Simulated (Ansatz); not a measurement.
**Si₂H₄O (SMILES O=[SiH][SiH3]): single points off equilibrium**

Aim: energy, forces and dipole at a structure displaced at random from a GFN2-xTB minimum, from CCSD(T) and from density functionals.

Computed with Ansatz 0.2.0, Gaussian basis. Level: single points in def2-TZVPP.

Cores are frozen in the correlated methods. B3LYP uses VWN-RPA correlation.

### Step 1. The starting structure

7 atoms, charge 0, spin multiplicity 1.

Atoms are counted from 1 here; the program's logs count them from 0.

Bond lengths: O1–Si2 1.585 Å, Si2–Si3 2.249 Å, Si2–H4 1.627 Å, Si3–H5 1.479 Å, Si3–H6 1.461 Å, Si3–H7 1.649 Å. Angles: O1–Si2–Si3 129.9°, O1–Si2–H4 117.4°, Si3–Si2–H4 112.7°, Si2–Si3–H5 116.6°, Si2–Si3–H6 112.9°, Si2–Si3–H7 107.2°, H5–Si3–H6 110.1°, H5–Si3–H7 103.3°, H6–Si3–H7 105.6°.

As a file:

```csv
atom,x (Å),y (Å),z (Å)
O1,-0.91610,-1.97380,1.41650
Si2,-0.68690,-1.05040,0.14890
Si3,0.50480,0.84620,-0.05790
H4,-1.33690,-1.53880,-1.26030
H5,0.64010,1.39640,-1.42430
H6,0.07180,1.89290,0.86500
H7,2.05930,0.49560,0.36610
```

### Step 2. CCSD(T)/def2-TZVPP

run/in.yaml reads:

```yaml
crystal:
  periodic: [false, false, false]
  atoms:
    - {symbol: O, position_ang: [-0.916100, -1.973800, 1.416500]}
    - {symbol: Si, position_ang: [-0.686900, -1.050400, 0.148900]}
    - {symbol: Si, position_ang: [0.504800, 0.846200, -0.057900]}
    - {symbol: H, position_ang: [-1.336900, -1.538800, -1.260300]}
    - {symbol: H, position_ang: [0.640100, 1.396400, -1.424300]}
    - {symbol: H, position_ang: [0.071800, 1.892900, 0.865000]}
    - {symbol: H, position_ang: [2.059300, 0.495600, 0.366100]}
basis:
  gaussian: {orbitals: def2-TZVPP}
correlation: {method: ccsd_t}
output: {forces: true}
```

No record of the launch command was kept for these runs.

The program printed (excerpt; [...] marks lines left out):

```text
Functional definition: HF
  name "HF"
  cite "Fock, Z. Phys. 61, 126 (1930) doi:10.1007/BF01340294"
  parent pbe
[...]
992 factors; integrals over basis functions are off by at most 9.6e-4 eV
[...]
mean field -17825.19591776 eV, -655.0638676260 hartree, gradient 2.4e-6 eV, S^2 0.000000; 1 other end points of the search recorded, 0 dependent functions left out
11 core orbitals not correlated: weight in the atoms' cores, before any rotation towards them, 1.000 or more for the frozen orbitals, at most 0.000 for the correlated occupied ones
reference -17825.19591776 eV, -655.0638676260 hartree; 9, 9 occupied and 151, 151 virtual orbitals, 992 factors
second order -13.35633427 eV of doubles, -0.00000000 eV of singles
cycle   1  -13.46570280 eV  change   -1.1e-1 eV  update   1.4e-1
[...]
cycle  14  -14.16480032 eV  change   -2.4e-6 eV  update   2.7e-6
perturbative correction -0.64194922 eV, -0.0235911989 hartree
[...]
Total energy: -17840.00266730 eV, -655.6080056353 hartree
Atom 0 at    -0.916100    -1.973800     1.416500 Å, force     0.516770     1.680661    -1.759158 eV/Å
Atom 1 at    -0.686900    -1.050400     0.148900 Å, force    -1.991105    -3.336431     0.059681 eV/Å
Atom 2 at     0.504800     0.846200    -0.057900 Å, force     3.300423     0.724486     0.545252 eV/Å
Atom 3 at    -1.336900    -1.538800    -1.260300 Å, force     0.731338     0.606251     1.504386 eV/Å
Atom 4 at     0.640100     1.396400    -1.424300 Å, force    -0.331083    -0.157500    -0.090530 eV/Å
Atom 5 at     0.071800     1.892900     0.865000 Å, force    -0.258950     0.195655     0.197209 eV/Å
Atom 6 at     2.059300     0.495600     0.366100 Å, force    -1.967393     0.286878    -0.456840 eV/Å
Dipole moment:     0.133728     0.584806    -0.552516 e Å
```

Run time: 70 s. Hardware: 4 threads, shared host; peak memory 2.6 GiB.

### Step 3. PBE0-D4/def2-TZVPP

Changes to run/in.yaml since step 2:

```diff
@@ -12,3 +12,3 @@
   gaussian: {orbitals: def2-TZVPP}
-correlation: {method: ccsd_t}
-output: {forces: true}
+hamiltonian: {xc: pbe0, dispersion: d4}
+output: {forces: true, orbitals: {seedname: orbitals}}
```

The program printed (excerpt; [...] marks lines left out):

```text
Functional definition: PBE0
  name "PBE0"
  cite "Adamo & Barone, J. Chem. Phys. 110, 6158 (1999) doi:10.1063/1.478522"
  cite "Perdew, Burke & Ernzerhof, Phys. Rev. Lett. 77, 3865 (1996) doi:10.1103/PhysRevLett.77.3865"
[... 1 set-up line as earlier in the session ...]
[...]
969 factors; their error is unknown
[...]
mean field -17858.86166001 eV, -656.3010608343 hartree, gradient 9.3e-6 eV, S^2 0.000000; 0 other end points of the search recorded, 0 dependent functions left out
[...]
reference -17858.86169178 eV, -656.3010620016 hartree; 20, 20 occupied and 151, 151 virtual orbitals, 969 factors
Total energy: -17858.97605133 eV, -656.3052646378 hartree
Atom 0 at    -0.916100    -1.973800     1.416500 Å, force     0.607822     2.050690    -2.264021 eV/Å
Atom 1 at    -0.686900    -1.050400     0.148900 Å, force    -1.975648    -3.581448     0.624707 eV/Å
Atom 2 at     0.504800     0.846200    -0.057900 Å, force     3.171737     0.563246     0.544867 eV/Å
Atom 3 at    -1.336900    -1.538800    -1.260300 Å, force     0.694888     0.572792     1.434140 eV/Å
Atom 4 at     0.640100     1.396400    -1.424300 Å, force    -0.314007    -0.126623    -0.170890 eV/Å
Atom 5 at     0.071800     1.892900     0.865000 Å, force    -0.277591     0.257399     0.266370 eV/Å
Atom 6 at     2.059300     0.495600     0.366100 Å, force    -1.907201     0.263944    -0.435173 eV/Å
Dipole moment:     0.156895     0.623514    -0.584700 e Å
```

It took 1.5 s on 4 threads, shared host; peak memory 0.33 GiB.

### Step 4. wB97M-V/def2-TZVPP

Changes to run/in.yaml since step 3:

```diff
@@ -12,3 +12,3 @@
   gaussian: {orbitals: def2-TZVPP}
-hamiltonian: {xc: pbe0, dispersion: d4}
-output: {forces: true, orbitals: {seedname: orbitals}}
+hamiltonian: {xc: {name: wB97M-V}}
+output: {forces: true}
```

The log in run was not kept; the run's report gives a total energy of -17865.785001 eV.

It took 4.3 s on 4 threads, shared host; peak memory 0.43 GiB.

### Step 5. r2SCAN-D4/def2-TZVPP

Changes to run/in.yaml since step 4:

```diff
@@ -12,3 +12,3 @@
   gaussian: {orbitals: def2-TZVPP}
-hamiltonian: {xc: {name: wB97M-V}}
+hamiltonian: {xc: r2scan, dispersion: d4}
 output: {forces: true}
```

The program printed (excerpt; [...] marks lines left out):

```text
Functional definition: r2SCAN
  name "r2SCAN"
  cite "Furness, Kaplan, Ning, Perdew & Sun, J. Phys. Chem. Lett. 11, 8208 (2020) doi:10.1021/acs.jpclett.0c02405"
  cite "Furness, Kaplan, Ning, Perdew & Sun, J. Phys. Chem. Lett. 11, 9248 (2020) doi:10.1021/acs.jpclett.0c03077"
  parent r2scan
[...]
963 factors; their error is unknown
[...]
mean field -17865.39763234 eV, -656.5412533869 hartree, gradient 8.8e-5 eV, S^2 0.000000; 0 other end points of the search recorded, 0 dependent functions left out
[...]
reference -17865.39764507 eV, -656.5412538547 hartree; 20, 20 occupied and 151, 151 virtual orbitals, 963 factors
Total energy: -17865.42860179 eV, -656.5423914934 hartree
Atom 0 at    -0.916100    -1.973800     1.416500 Å, force     0.552738     1.828605    -1.966324 eV/Å
Atom 1 at    -0.686900    -1.050400     0.148900 Å, force    -1.892180    -3.326204     0.366165 eV/Å
Atom 2 at     0.504800     0.846200    -0.057900 Å, force     3.105449     0.532999     0.521383 eV/Å
Atom 3 at    -1.336900    -1.538800    -1.260300 Å, force     0.677939     0.554548     1.398313 eV/Å
Atom 4 at     0.640100     1.396400    -1.424300 Å, force    -0.301563    -0.117751    -0.148237 eV/Å
Atom 5 at     0.071800     1.892900     0.865000 Å, force    -0.251315     0.252408     0.256187 eV/Å
Atom 6 at     2.059300     0.495600     0.366100 Å, force    -1.891068     0.275395    -0.427486 eV/Å
Dipole moment:     0.152092     0.599459    -0.551079 e Å
```

Run time: 1.9 s. Hardware: 4 threads, shared host; peak memory 0.2 GiB.

### Step 6. PBE-D4/def2-TZVPP

Changes to run/in.yaml since step 5:

```diff
@@ -12,3 +12,3 @@
   gaussian: {orbitals: def2-TZVPP}
-hamiltonian: {xc: r2scan, dispersion: d4}
+hamiltonian: {xc: pbe, dispersion: d4}
 output: {forces: true}
```

The log in run was not kept; the run's report gives a total energy of -17857.754132 eV.

Run time: 1.1 s. Hardware: 4 threads, shared host; peak memory 0.18 GiB.

### Step 7. SPW92/def2-TZVPP

Changes to run/in.yaml since step 6:

```diff
@@ -12,3 +12,3 @@
   gaussian: {orbitals: def2-TZVPP}
-hamiltonian: {xc: pbe, dispersion: d4}
+hamiltonian: {xc: lda}
 output: {forces: true}
```

The program printed (excerpt; [...] marks lines left out):

```text
Functional definition: SPW92
  name "SPW92"
  cite "Dirac, Proc. Camb. Phil. Soc. 26, 376 (1930) doi:10.1017/S0305004100016108"
  cite "Slater, Phys. Rev. 81, 385 (1951) doi:10.1103/PhysRev.81.385"
  cite "Perdew & Wang, Phys. Rev. B 45, 13244 (1992) doi:10.1103/PhysRevB.45.13244"
[...]
963 factors; their error is unknown
[...]
mean field -17789.40987871 eV, -653.7487549474 hartree, gradient 4.2e-5 eV, S^2 0.000000; 0 other end points of the search recorded, 0 dependent functions left out
[...]
reference -17789.40991815 eV, -653.7487563968 hartree; 20, 20 occupied and 151, 151 virtual orbitals, 963 factors
Total energy: -17789.40991815 eV, -653.7487563968 hartree
Atom 0 at    -0.916100    -1.973800     1.416500 Å, force     0.529215     1.758825    -1.902329 eV/Å
Atom 1 at    -0.686900    -1.050400     0.148900 Å, force    -1.638386    -2.964331     0.451119 eV/Å
Atom 2 at     0.504800     0.846200    -0.057900 Å, force     2.780257     0.139378     0.539623 eV/Å
Atom 3 at    -1.336900    -1.538800    -1.260300 Å, force     0.592096     0.481372     1.233222 eV/Å
Atom 4 at     0.640100     1.396400    -1.424300 Å, force    -0.259085    -0.047130    -0.317282 eV/Å
Atom 5 at     0.071800     1.892900     0.865000 Å, force    -0.288039     0.383590     0.379574 eV/Å
Atom 6 at     2.059300     0.495600     0.366100 Å, force    -1.716059     0.248295    -0.383927 eV/Å
Dipole moment:     0.164676     0.593669    -0.548904 e Å
```

Run time: 0.75 s. Hardware: 4 threads, shared host; peak memory 0.18 GiB.

### Step 8. B3LYP-D4/def2-TZVPP

Changes to run/in.yaml since step 7:

```diff
@@ -12,3 +12,3 @@
   gaussian: {orbitals: def2-TZVPP}
-hamiltonian: {xc: lda}
+hamiltonian: {xc: {name: B3LYP}, dispersion: d4}
 output: {forces: true}
```

The log in run was not kept; the run's report gives a total energy of -17869.378429 eV.

Run time: 1.4 s. Hardware: 4 threads, shared host; peak memory 0.33 GiB.

### Step 9. The levels compared

```csv
method,RMS force component (eV/Å),RMS error against CCSD(T) (eV/Å),angle to CCSD(T) forces (°),dipole (D)
CCSD(T),1.391,reference,reference,3.92
PBE0-D4,1.458,0.201,7.6,4.17
wB97M-V,1.513,0.214,6.9,4.25
r2SCAN-D4,1.369,0.116,4.7,3.98
PBE-D4,1.201,0.224,5.2,3.82
SPW92,1.244,0.256,9.1,3.96
B3LYP-D4,1.429,0.128,5.0,4.15
```

Energy less the free neutral atoms in their ground states at the same level (atoms from separate runs):

Differences are taken before rounding.

```csv
method,rung,energy less atoms (kcal/mol),from CCSD(T) (kcal/mol)
SPW92,LDA,-569.6,-82.2
PBE-D4,GGA,-506.0,-18.7
r2SCAN-D4,meta-GGA,-503.0,-15.6
PBE0-D4,hybrid,-491.7,-4.4
B3LYP-D4,hybrid,-501.1,-13.7
wB97M-V,range-separated hybrid,-500.0,-12.7
Hartree-Fock,wavefunction,-343.5,+143.9
MP2,wavefunction,-492.2,-4.9
CCSD,wavefunction,-477.4,+9.9
CCSD(T),wavefunction,-487.3,0
```

Cost and force error (times from a shared host):

```csv
method,time,RMS force error (eV/Å)
CCSD(T),70 s,0
PBE0-D4,1.5 s,0.201
wB97M-V,4.3 s,0.214
r2SCAN-D4,1.9 s,0.116
PBE-D4,1.1 s,0.224
SPW92,0.75 s,0.256
B3LYP-D4,1.4 s,0.128
```

### Step 10. Results

| quantity | value |
| --- | --- |
| energy less free atoms, CCSD(T)/def2-TZVPP | -487.3 kcal/mol |
| RMS force component | 1.201 to 1.513 eV/Å over the methods |
| RMS force error | PBE0-D4 0.201, wB97M-V 0.214, r2SCAN-D4 0.116, PBE-D4 0.224, SPW92 0.256, B3LYP-D4 0.128 eV/Å |
| HOMO and LUMO, PBE0-D4 | -7.85 and -2.92 eV |
| T1 diagnostic | 0.024 |

What this shows: Against CCSD(T) the functionals' energies less atoms differ by -82.2 to -4.4 kcal/mol, PBE-D4 by -18.7 kcal/mol. The reference is not at the basis limit: in triple zeta CCSD(T) underbinds, which counts against methods that bind more; the gaps are no ranking. The forces of r2SCAN-D4 come nearest to CCSD(T), those of SPW92 are farthest. Frozen-core CCSD(T) forces in triple zeta carry basis errors of their own, and this is one geometry, so small gaps rank nothing.
